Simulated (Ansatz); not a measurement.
**Nudged elastic band run: AlClFH₃**

The input (input.yaml):

```yaml
crystal:
  periodic: [false, false, false]
  atoms:
    - { symbol: Al, position_ang: [0.024809, 0.133562, 0.236974] }
    - { symbol: Cl, position_ang: [-0.055429, 0.741025, 2.264872] }
    - { symbol: H, position_ang: [1.377104, 0.080979, -0.578448] }
    - { symbol: F, position_ang: [-1.436536, -0.065061, -0.570997] }
    - { symbol: H, position_ang: [-0.000398, -2.200834, 0.513271] }
    - { symbol: H, position_ang: [0.121849, -1.955271, 1.234326] }
basis:
  gaussian: { orbitals: def2-SVP }
hamiltonian:
  xc: revpbe
  dispersion: d4
neb:
  order_check: false
  images: 9
  f_tol: 0.05
  max_iterations: 60
  final_atoms:
    - { symbol: Al, position_ang: [0.37062002, -0.81506038, -0.10336884] }
    - { symbol: Cl, position_ang: [0.02889505, -0.03323664, 2.38637205] }
    - { symbol: H, position_ang: [1.34452445, 0.28691738, -0.70830182] }
    - { symbol: F, position_ang: [-1.31341364, -0.35449254, -0.06662987] }
    - { symbol: H, position_ang: [0.63307685, -2.37808388, 0.02632031] }
    - { symbol: H, position_ang: [-1.03230373, 0.02835606, 1.56560617] }
  initial_path:
    images:
      - { positions_ang: [[0.024809, 0.133562, 0.236974], [-0.055429, 0.741025, 2.264872], [1.377104, 0.080979, -0.578448], [-1.436536, -0.065061, -0.570997], [-0.000398, -2.200834, 0.513271], [0.121849, -1.955271, 1.234326]] }
      - { positions_ang: [[0.01882082, 0.10411309, 0.18678592], [-0.04517881, 0.60349502, 2.32492997], [1.37078799, 0.06044153, -0.62166258], [-1.44300558, -0.0618313, -0.62835654], [0.01743962, -2.1127604, 0.53423954], [0.11253495, -1.85905794, 1.30406169]] }
      - { positions_ang: [[0.01283264, 0.07466418, 0.13659784], [-0.03492862, 0.46596504, 2.38498793], [1.36447199, 0.03990406, -0.66487716], [-1.44947516, -0.0586016, -0.68571607], [0.03527725, -2.02468681, 0.55520808], [0.1032209, -1.76284487, 1.37379738]] }
      - { positions_ang: [[0.00684446, 0.04521528, 0.08640977], [-0.02467842, 0.32843506, 2.4450459], [1.35815598, 0.01936659, -0.70809173], [-1.45594474, -0.05537191, -0.74307561], [0.05311487, -1.93661321, 0.57617662], [0.09390684, -1.66663181, 1.44353306]] }
      - { positions_ang: [[0.00085629, 0.01576637, 0.03622169], [-0.01442823, 0.19090507, 2.50510386], [1.35183998, -0.00117087, -0.75130631], [-1.46241431, -0.05214221, -0.80043514], [0.07095249, -1.84853962, 0.59714515], [0.08459279, -1.57041874, 1.51326875]] }
      - { positions_ang: [[-0.00513189, -0.01368254, -0.01396639], [-0.00417804, 0.05337509, 2.56516183], [1.34552397, -0.02170834, -0.79452089], [-1.46888389, -0.04891251, -0.85779468], [0.08879012, -1.76046602, 0.61811369], [0.07527874, -1.47420568, 1.58300444]] }
      - { positions_ang: [[0.07001849, -0.17395811, -0.03184688], [0.00243658, 0.03605275, 2.52940387], [1.34532406, 0.0400168, -0.77727707], [-1.43778984, -0.11002852, -0.69956172], [0.19764746, -1.88398959, 0.49975502], [-0.14623775, -1.17369333, 1.57952478]] }
      - { positions_ang: [[0.14516887, -0.33423367, -0.04972737], [0.0090512, 0.0187304, 2.49364592], [1.34512416, 0.10174195, -0.76003326], [-1.40669579, -0.17114452, -0.54132876], [0.30650481, -2.00751316, 0.38139634], [-0.36775425, -0.87318098, 1.57604513]] }
      - { positions_ang: [[0.22031925, -0.49450924, -0.06760786], [0.01566582, 0.00140805, 2.45788796], [1.34492426, 0.16346709, -0.74278945], [-1.37560174, -0.23226053, -0.3830958], [0.41536215, -2.13103674, 0.26303766], [-0.58927074, -0.57266864, 1.57256548]] }
      - { positions_ang: [[0.29546964, -0.65478481, -0.08548835], [0.02228043, -0.01591429, 2.42213001], [1.34472435, 0.22519224, -0.72554563], [-1.34450769, -0.29337654, -0.22486284], [0.5242195, -2.25456031, 0.14467898], [-0.81078723, -0.27215629, 1.56908582]] }
      - { positions_ang: [[0.37062002, -0.81506038, -0.10336884], [0.02889505, -0.03323664, 2.38637205], [1.34452445, 0.28691738, -0.70830182], [-1.31341364, -0.35449254, -0.06662987], [0.63307685, -2.37808388, 0.02632031], [-1.03230373, 0.02835606, 1.56560617]] }
```

Run as:

```bash
$ ansatz run input.yaml --threads 1 --pin off --max-ram 2048MiB --backend cpu --events-out ev --progress --plain --runs-dir out
```

Output, in part (warnings, iteration lines, the closing report on the highest movable image, with atoms numbered from 0):

```
NEB end point (image 0): max|allowed force component| = 2.698e-2 eV/Å (the criterion of neb.relax_end_points is 1.000e-2)
NEB end point (image 10): max|allowed force component| = 1.849e-2 eV/Å (the criterion of neb.relax_end_points is 1.000e-2)
NEB iter   1: max|band force component| = 2.668e0 eV/Å  barrier→ = 2.3636 eV  barrier← = 1.2487 eV  Δτ_max = 0.2000 Å  (264 SCF iters)
NEB iter   2: max|band force component| = 1.296e0 eV/Å  barrier→ = 1.6662 eV  barrier← = 0.5513 eV  Δτ_max = 0.1991 Å  (272 SCF iters)
NEB iter   3: max|band force component| = 1.265e0 eV/Å  barrier→ = 1.5197 eV  barrier← = 0.4047 eV  Δτ_max = 0.0993 Å  (261 SCF iters)
NEB iter   4: max|band force component| = 8.323e-1 eV/Å  barrier→ = 1.4603 eV  barrier← = 0.3453 eV  Δτ_max = 0.0995 Å  (238 SCF iters)
NEB iter   5: max|band force component| = 7.522e-1 eV/Å  barrier→ = 1.3975 eV  barrier← = 0.2825 eV  Δτ_max = 0.1004 Å  (240 SCF iters)
NEB iter   6: max|band force component| = 8.032e-1 eV/Å  barrier→ = 1.3651 eV  barrier← = 0.2501 eV  Δτ_max = 0.0500 Å  (238 SCF iters)
NEB iter   7: max|band force component| = 3.751e-1 eV/Å  barrier→ = 1.3408 eV  barrier← = 0.2259 eV  CI = image 6  Δτ_max = 0.0998 Å  (240 SCF iters)
NEB iter   8: max|band force component| = 7.615e-1 eV/Å  barrier→ = 1.3113 eV  barrier← = 0.1963 eV  CI = image 6  Δτ_max = 0.0500 Å  (233 SCF iters)
NEB iter   9: max|band force component| = 1.809e-1 eV/Å  barrier→ = 1.2988 eV  barrier← = 0.1839 eV  CI = image 6  Δτ_max = 0.1000 Å  (235 SCF iters)
NEB iter  10: max|band force component| = 5.312e-1 eV/Å  barrier→ = 1.2894 eV  barrier← = 0.1744 eV  CI = image 5  Δτ_max = 0.1001 Å  (239 SCF iters)
NEB iter  11: max|band force component| = 4.967e-1 eV/Å  barrier→ = 1.2924 eV  barrier← = 0.1774 eV  CI = image 5  Δτ_max = 0.0996 Å  (240 SCF iters)
NEB iter  12: max|band force component| = 2.613e-1 eV/Å  barrier→ = 1.2949 eV  barrier← = 0.1799 eV  CI = image 5  Δτ_max = 0.0877 Å  (236 SCF iters)
NEB iter  13: max|band force component| = 7.744e-2 eV/Å  barrier→ = 1.2937 eV  barrier← = 0.1787 eV  CI = image 5  Δτ_max = 0.0340 Å  (239 SCF iters)
NEB iter  14: max|band force component| = 7.465e-2 eV/Å  barrier→ = 1.2938 eV  barrier← = 0.1789 eV  CI = image 5  Δτ_max = 0.0105 Å  (235 SCF iters)
NEB iter  15: max|band force component| = 4.510e-2 eV/Å  barrier→ = 1.2939 eV  barrier← = 0.1790 eV  CI = image 5  Δτ_max = 0.0000 Å  (438 SCF iters)
Total energy: -21874.28611082 eV, -803.8651876489 hartree
Atom 0 at     0.063848    -0.457459    -0.172329 Å, force    -0.004668    -0.001440    -0.017660 eV/Å
Atom 1 at    -0.040720     0.058557     2.376114 Å, force     0.000212    -0.022953    -0.013539 eV/Å
Atom 2 at     1.376222     0.255485    -0.706894 Å, force    -0.000181    -0.004943     0.007066 eV/Å
Atom 3 at    -1.447083     0.039246    -0.740573 Å, force     0.005619    -0.005406     0.009576 eV/Å
Atom 4 at     0.085751    -1.959904     0.477162 Å, force     0.000475     0.016333    -0.004461 eV/Å
Atom 5 at    -0.006618    -1.201526     1.866518 Å, force    -0.001457     0.018407     0.019019 eV/Å
Dipole moment:     0.220789    -0.177903     0.291571 e Å
```

The forces met the threshold. A vibrational analysis at the climbing image gives one clearly imaginary mode, 171i cm⁻¹: a first-order saddle point. The orbitals stay closed-shell, which can raise the energy where a bond breaks towards radicals; this wasn't checked here.

Final band (atoms are numbered from 1 in the order of the input):

```
image  path coordinate (Å)  energy (kJ/mol)  Al1–Cl2 (Å)  H5–H6 (Å)  Al1–H5 (Å)
    0                 0.00              0.0         2.12       0.77        2.35
    1                 0.33              3.9         2.13       0.78        2.24
    2                 0.67             23.0         2.17       0.80        2.05
    3                 1.00             70.3         2.27       0.90        1.84
    4                 1.33            118.0         2.42       1.20        1.71
    5                 1.67            124.8         2.60       1.59        1.64
    6                 2.29            121.2         2.69       2.35        1.60
    7                 2.91            119.3         2.70       2.97        1.60
    8                 3.53            118.5         2.70       3.34        1.60
    9                 4.15            113.7         2.70       3.46        1.59
   10                 4.77            107.6         2.63       3.31        1.59
```

Run time: 3.3 min on 1 thread of Arm Neoverse V1 (shared host), peak memory 0.11 GiB.
